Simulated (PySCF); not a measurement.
**From one method to the next for NaP⁻**

Aim: see what other levels and later steps give for NaP⁻.

Program: PySCF 2.14.0. Level of theory: method and basis as typed in the scripts. These are calculated values, not measurements.

4 further runs of the same task are left out: 4 that didn't finish.

### 1 Where the work starts

NaP⁻: 2 atoms, charge -1, spin multiplicity 2.

Bond lengths: Na1–P2 2.466 Å.

### 2 The run that the others are compared with

File input.py:

```python
from pyscf import gto, scf

mol = gto.M(
    atom='Na 0 0 0; P 0 0 2.466',
    basis='lanl2dz',
    ecp={'Na': 'lanl2dz', 'P': 'lanl2dz'},
    charge=-1,
    spin=1,
    verbose=4,
)
mf = scf.UHF(mol)
mf = mf.newton()
mf.kernel()
mf.stability(internal=True, external=True)
mf.dip_moment()
print('orbital energies (hartree):', [e[max(0, n-3):n+3].round(4) for e, n in zip(mf.mo_energy, mol.nelec)])
```

The run is started by

```
> OMP_NUM_THREADS=1 python input.py
```

### 3 CASSCF (ROHF)

Run 1 changes step after the SCF: stability → casscf; SCF type: UHF → ROHF; active space: none → 5 electrons in 6 orbitals.

File input.py:

```python
from pyscf import gto, scf, mcscf

mol = gto.M(
    atom='Na 0 0 0; P 0 0 2.466',
    basis='lanl2dz',
    ecp={'Na': 'lanl2dz', 'P': 'lanl2dz'},
    charge=-1,
    spin=1,
    verbose=4,
)
mf = scf.ROHF(mol)
mf = mf.newton()
mf.kernel()
mc = mcscf.CASSCF(mf, 6, 5)
mc.kernel()
mc.analyze()
mf.dip_moment()
print('orbital energies (hartree):', mf.mo_energy[..., max(0, mol.nelec[1]-3):mol.nelec[0]+3].round(4))
```

### 4 EOM-EE

Run 2 changes step after the SCF: stability → eomee; number of roots: none → 8.

input.py: that of step 2 with these lines changed.

```diff
@@ -1,2 +1,2 @@
-from pyscf import gto, scf
+from pyscf import gto, scf, cc
 
@@ -13,3 +13,6 @@
 mf.kernel()
-mf.stability(internal=True, external=True)
+mycc = cc.CCSD(mf)
+mycc.kernel()
+e = mycc.eeccsd(nroots=8)[0]
+print('roots (eV) =', (e*27.211386).round(3))
 mf.dip_moment()
```

### 5 CASCI (ROHF)

Run 3 changes step after the SCF: stability → casci; SCF type: UHF → ROHF; active space: none → 5 electrons in 6 orbitals.

File input.py:

```python
from pyscf import gto, scf, mcscf

mol = gto.M(
    atom='Na 0 0 0; P 0 0 2.466',
    basis='lanl2dz',
    ecp={'Na': 'lanl2dz', 'P': 'lanl2dz'},
    charge=-1,
    spin=1,
    verbose=4,
)
mf = scf.ROHF(mol)
mf = mf.newton()
mf.kernel()
mc = mcscf.CASCI(mf, 6, 5)
mc.kernel()
mc.analyze()
mf.dip_moment()
print('orbital energies (hartree):', mf.mo_energy[..., max(0, mol.nelec[1]-3):mol.nelec[0]+3].round(4))
```

### 6 Camb3lyp (UKS)

Run 4 changes functional: none (Hartree–Fock) → camb3lyp; SCF type: UHF → UKS; step after the SCF: stability → analyze.

input.py: that of step 2 with these lines changed.

```diff
@@ -1,2 +1,2 @@
-from pyscf import gto, scf
+from pyscf import gto, dft
 
@@ -10,6 +10,6 @@
 )
-mf = scf.UHF(mol)
+mf = dft.UKS(mol, xc='camb3lyp')
 mf = mf.newton()
 mf.kernel()
-mf.stability(internal=True, external=True)
+mf.mulliken_pop()
 mf.dip_moment()
```

### 7 EOM-EE

Run 5 changes step after the SCF: stability → eomee; number of roots: none → 6.

input.py: that of step 2 with these lines changed.

```diff
@@ -1,2 +1,2 @@
-from pyscf import gto, scf
+from pyscf import gto, scf, cc
 
@@ -13,3 +13,6 @@
 mf.kernel()
-mf.stability(internal=True, external=True)
+mycc = cc.CCSD(mf)
+mycc.kernel()
+e = mycc.eeccsd(nroots=6)[0]
+print('roots (eV) =', (e*27.211386).round(3))
 mf.dip_moment()
```

Q: Predict the outcome of this session. Wanted: for each run, E(SCF); from base; gap, α spin; after the SCF.

The runs gave:

```
           run  E(SCF) (hartree)  from base (eV)   cycles  gap, α spin (eV)                                   after the SCF
          base         -6.485913               0  5 macro              7.74             unstable: internal, real -> complex
 CASSCF (ROHF)         -6.442816         +1.1727  5 macro               n/a                    CASSCF correlation -1.573 eV
        EOM-EE         -6.485913          0.0000  5 macro              7.74  CCSD correlation -0.950 eV, first root 0.12 eV
  CASCI (ROHF)         -6.442816         +1.1727  5 macro               n/a                     CASCI correlation -0.902 eV
camb3lyp (UKS)         -6.636306  not comparable  5 macro              4.43                                             n/a
        EOM-EE         -6.485913          0.0000  5 macro              7.74  CCSD correlation -0.950 eV, first root 0.12 eV
```

In words: A lower total energy from another functional means nothing by itself.
